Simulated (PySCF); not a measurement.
Compound: C4H5FO.
Atom-mapped SMILES: `[CH3:1]/[CH:2]=[CH:3]/[C:4](=[O:5])[F:6]` (hydrogens: H7, H8, H9 on C1; H10 on C2; H11 on C3)

The same species was optimised twice, with GFN2-xTB and with PBE0-D3(BJ)/def2-SVP (PySCF), and the same property calculations (PySCF, gas phase) were run on both structures.

```json
{"coordinate": "C4–F6 (Å)", "GFN2-xTB": "1.372", "PBE0-D3(BJ)/def2-SVP": "1.342", "change": "-0.030"}
{"coordinate": "C3–C4 (Å)", "GFN2-xTB": "1.452", "PBE0-D3(BJ)/def2-SVP": "1.469", "change": "+0.017"}
{"coordinate": "C2=C3 (Å)", "GFN2-xTB": "1.335", "PBE0-D3(BJ)/def2-SVP": "1.340", "change": "+0.005"}
{"coordinate": "C1–C2 (Å)", "GFN2-xTB": "1.480", "PBE0-D3(BJ)/def2-SVP": "1.484", "change": "+0.004"}
{"coordinate": "C4=O5 (Å)", "GFN2-xTB": "1.185", "PBE0-D3(BJ)/def2-SVP": "1.188", "change": "+0.003"}
{"coordinate": "C3–C4–O5 (°)", "GFN2-xTB": "130.3", "PBE0-D3(BJ)/def2-SVP": "128.5", "change": "-1.8"}
{"coordinate": "O5–C4–F6 (°)", "GFN2-xTB": "118.8", "PBE0-D3(BJ)/def2-SVP": "120.5", "change": "+1.7"}
{"coordinate": "C2–C3–C4 (°)", "GFN2-xTB": "121.0", "PBE0-D3(BJ)/def2-SVP": "120.2", "change": "-0.8"}
{"coordinate": "C1–C2–C3 (°)", "GFN2-xTB": "124.8", "PBE0-D3(BJ)/def2-SVP": "125.5", "change": "+0.7"}
{"coordinate": "C3–C4–F6 (°)", "GFN2-xTB": "110.8", "PBE0-D3(BJ)/def2-SVP": "111.0", "change": "+0.2"}
{"coordinate": "C2–C3–C4–O5 (°)", "GFN2-xTB": "1", "PBE0-D3(BJ)/def2-SVP": "0", "change": "-1"}
```

Rotational constants: A = 9880, B = 1887, C = 1600 MHz (GFN2-xTB) against A = 9921, B = 1885, C = 1600 MHz (PBE0-D3(BJ)/def2-SVP). Point groups within 0.08 Å: Cs and Cs. Atoms that the bonding makes alike are paired by their places after alignment.

On the GFN2-xTB structure: lowest singlet, TDDFT (eV) 5.13 [PBE0/def2-SVPD]; lowest triplet, Tamm–Dancoff (eV) 3.67 [PBE0/def2-SVPD]; isotropic polarisability (au) 54.4 [PBE0/def2-SVPD]; HOMO (eV) -8.44 [PBE0/def2-SVPD]; LUMO (eV) -1.93 [PBE0/def2-SVPD]; dipole (D) 4.36 [PBE0/def2-SVPD]; HOMO (eV) -8.41 [PBE0/pcSseg-1]; LUMO (eV) -1.82 [PBE0/pcSseg-1]; dipole (D) 4.28 [PBE0/pcSseg-1]; GIAO shielding of C1 (ppm) 163.8 [PBE0/pcSseg-1]; GIAO shielding of C2 (ppm) 20.6 [PBE0/pcSseg-1]; GIAO shielding of C3 (ppm) 62.8 [PBE0/pcSseg-1]; GIAO shielding of C4 (ppm) 21.3 [PBE0/pcSseg-1]; GIAO shielding of O5 (ppm) -85.7 [PBE0/pcSseg-1]; GIAO shielding of F6 (ppm) 128.1 [PBE0/pcSseg-1].

Question: What do these properties become on the PBE0-D3(BJ)/def2-SVP structure?

Answer: 
| property | level | on GFN2-xTB | on PBE0-D3(BJ)/def2-SVP | change |
| --- | --- | --- | --- | --- |
| lowest singlet, TDDFT (eV) | PBE0/def2-SVPD | 5.13 | 5.17 | +0.04 |
| lowest triplet, Tamm–Dancoff (eV) | PBE0/def2-SVPD | 3.67 | 3.65 | -0.02 |
| isotropic polarisability (au) | PBE0/def2-SVPD | 54.4 | 54.8 | +0.4 |
| HOMO (eV) | PBE0/def2-SVPD | -8.44 | -8.35 | +0.09 |
| LUMO (eV) | PBE0/def2-SVPD | -1.93 | -1.85 | +0.08 |
| dipole (D) | PBE0/def2-SVPD | 4.36 | 4.13 | -0.23 |
| energy, GFN2-xTB geometry as zero (kcal/mol) | PBE0/def2-SVPD | 0.0 | -0.6 | -0.6 |
| HOMO (eV) | PBE0/pcSseg-1 | -8.41 | -8.31 | +0.10 |
| LUMO (eV) | PBE0/pcSseg-1 | -1.82 | -1.75 | +0.07 |
| dipole (D) | PBE0/pcSseg-1 | 4.28 | 4.04 | -0.24 |
| energy, GFN2-xTB geometry as zero (kcal/mol) | PBE0/pcSseg-1 | 0.0 | -0.3 | -0.3 |
| GIAO shielding of C1 (ppm) | PBE0/pcSseg-1 | 163.8 | 162.5 | -1.3 |
| GIAO shielding of C2 (ppm) | PBE0/pcSseg-1 | 20.6 | 20.1 | -0.5 |
| GIAO shielding of C3 (ppm) | PBE0/pcSseg-1 | 62.8 | 59.9 | -2.9 |
| GIAO shielding of C4 (ppm) | PBE0/pcSseg-1 | 21.3 | 21.1 | -0.2 |
| GIAO shielding of O5 (ppm) | PBE0/pcSseg-1 | -85.7 | -80.9 | +4.8 |
| GIAO shielding of F6 (ppm) | PBE0/pcSseg-1 | 128.1 | 142.4 | +14.3 |

The heavy atoms differ by 0.020 Å rms after alignment. Among bonds between heavy atoms C4–F6 changes most (-0.030 Å). Changes are differences of the printed values. Neither structure is proved a minimum here.

The values belong to the conformer `[CH3:1]/[CH:2]=[CH:3]/[C:4](=[O:5])[F:6]`: C2–C3–C4–O5 0°.
